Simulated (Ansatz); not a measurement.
**SiH3 (doublet): the correlation ladder at distance H1–H2 along a hydrogen transfer = 0.939 Å, cc-pVDZ**

How much of the correlation energy of SiH3 (doublet) does each wave-function method recover here?

Method: cc-pVDZ, core rule «outside noble gas», up to 5 orbitals frozen; program: Ansatz 0.2.0, Gaussian basis.

The runs, in order: UHF; CCSD(T) on ROHF; CCSD(T) on UHF; BCCD(T) on ROHF; CISD; CCSDT(Q) on ROHF; CCSDT(Q) on UHF; CCSDTQ on ROHF; CCSDTQ on UHF; CASSCF and MRCISD+Q, 3 electrons in 3 orbitals; CASSCF and NEVPT2, 3 electrons in 3 orbitals; CASSCF and MRCISD+Q, 7 electrons in 7 orbitals; CASSCF and NEVPT2, 7 electrons in 7 orbitals; Full CI.

## (1) The geometry

The geometry derives from fragments relaxed apart (PBE0/def2-TZVP) and kept rigid, so it is no stationary point. A hydrogen atom is moved between rigid fragments.

4 atoms, charge 0, spin multiplicity 2.

Atoms are counted from 1 here; the program's logs count them from 0.

Bond lengths: H2–Si3 1.585 Å, Si3–H4 1.532 Å. Angles: H2–Si3–H4 105.0°.

## (2) UHF

in.yaml

```yaml
crystal:
  periodic: [false, false, false]
  atoms:
    - {symbol: H, position_ang: [-2.403713, 0.047936, 0.000000]}
    - {symbol: H, position_ang: [-1.464713, 0.047936, 0.000000]}
    - {symbol: Si, position_ang: [0.120287, 0.047936, 0.000000]}
    - {symbol: H, position_ang: [0.516721, -1.431577, 0.000000]}
basis:
  gaussian: {orbitals: cc-pVDZ}
magnetization: {spin_polarized: true, initial_magnetization: 1}
hamiltonian: {xc: hf}
output: {orbitals: {seedname: orbitals}}
```

The run is started by

```
$ ansatz run in.yaml --threads 1 --pin off --events-out ev --progress --plain --max-ram 4096MiB --backend cpu
```

Further steps of the session: CCSD(T) on ROHF; CCSD(T) on UHF; BCCD(T) on ROHF; CISD; CCSDT(Q) on ROHF; CCSDT(Q) on UHF; CCSDTQ on ROHF; CCSDTQ on UHF; CASSCF and MRCISD+Q, 3 electrons in 3 orbitals; CASSCF and NEVPT2, 3 electrons in 3 orbitals; CASSCF and MRCISD+Q, 7 electrons in 7 orbitals; CASSCF and NEVPT2, 7 electrons in 7 orbitals; Full CI.

Before running them: what should the planned runs give, taken together? Wanted: FCI below the RHF energy; RMP2 from FCI; UMP2 from FCI; RCCSD from FCI; RCCSD(T) from FCI; UCCSD(T) from FCI; RCCSDT(Q) from FCI; UCCSDT(Q) from FCI; NEVPT2 pair from FCI.

**Answer**, as computed:

| quantity | value |
| --- | --- |
| FCI below the RHF energy | -4.0028 eV |
| RMP2 from FCI | +1022.5 meV |
| UMP2 from FCI | +1164.0 meV |
| RCCSD from FCI | +126.1 meV |
| RCCSD(T) from FCI | +30.2 meV |
| UCCSD(T) from FCI | +36.0 meV |
| RCCSDT(Q) from FCI | +0.7 meV |
| UCCSDT(Q) from FCI | +0.7 meV |
| NEVPT2 pair from FCI | +943.0 meV |
| MRCISD+Q pair from FCI | -34.6 meV |
| NEVPT2 valence from FCI | +685.1 meV |
| levels within 1 kcal/mol (43 meV) | RCCSD(T), UCCSD(T), BCCD(T), RCCSDT, UCCSDT, RCCSDT(Q), UCCSDT(Q), RCCSDTQ, UCCSDTQ, MRCISD+Q pair, MRCISD+Q valence |
| T1 diagnostic | 0.025 |
| effectively unpaired electrons | 1.12 |

**Reading.** RCCSD(T) lands +30.2 meV from the yardstick (0.8 % of the correlation energy). MRCISD+Q pair falls below full CI: the +Q correction isn't variational, and the cores differ from full CI's. One determinant dominates. Of the multireference levels listed MRCISD+Q valence comes nearest in total energy (+10.5 meV), which doesn't show that its space is the better one. Coupled cluster took another determinant than the lowest Hartree-Fock one. These misses are within one basis, not against nature; the frozen cores of restricted and unrestricted runs differ, which can shift their rows.
